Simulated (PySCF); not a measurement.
# Bond curve of SiC⁺

Set-up: PySCF, no relativity, basis sets Si 6-311G(d,p), C 6-311G(d,p). Energies in eV from Si⁺ + C in their ground configurations at the same level. State: ⁴Σ⁻ (quartet), unpaired electrons σ ↑, π ↑↑.

```json
{"R (Å)": "1.567", "PBE0": "-2.607", "M06-L": "-2.940"}
{"R (Å)": "1.640", "PBE0": "-3.202", "M06-L": "-3.536"}
{"R (Å)": "1.713", "PBE0": "-3.528", "M06-L": "-3.862"}
{"R (Å)": "1.767", "PBE0": "-3.642", "M06-L": "-3.976"}
{"R (Å)": "1.822", "PBE0": "-3.672", "M06-L": "-4.003"}
{"R (Å)": "1.877", "PBE0": "-3.638", "M06-L": "-3.965"}
{"R (Å)": "1.950", "PBE0": "-3.519", "M06-L": "-3.839"}
{"R (Å)": "2.041", "PBE0": "-3.292", "M06-L": "-3.605"}
{"R (Å)": "2.150", "PBE0": "-2.953", "M06-L": "-3.268"}
{"R (Å)": "2.296", "PBE0": "-2.465", "M06-L": "-2.792"}
```

Q: Put a parabola through the three lowest points of the PBE0 curve and estimate Re, k and ωe (reduced mass 8.398 u; 1 eV/Å² = 0.16022 mdyn/Å; ωe = 1302.8·√(k/μ) cm⁻¹).

A: Through R = 1.767, 1.822, 1.877 Å the second-order coefficient is 10.6 eV/Å², so Re ≈ 1.820 Å, k ≈ 3.39 mdyn/Å and ωe ≈ 828 cm⁻¹. A polynomial fit of higher order to the unrounded PBE0 energies gives Re = 1.818 Å, k = 3.51 mdyn/Å, ωe = 842 cm⁻¹; anharmonicity and rounding make the difference.

The higher-order fit for each curve: PBE0: Re = 1.818 Å, ωe = 842 cm⁻¹, De = 3.67 eV; M06-L: Re = 1.815 Å, ωe = 858 cm⁻¹, De = 4.00 eV.

For an ion De counts to the pair picked by the measured ionisation energies or electron affinities, which need not be the lowest pair at this level. The state was picked by a PBE0 search and need not be the measured ground state.
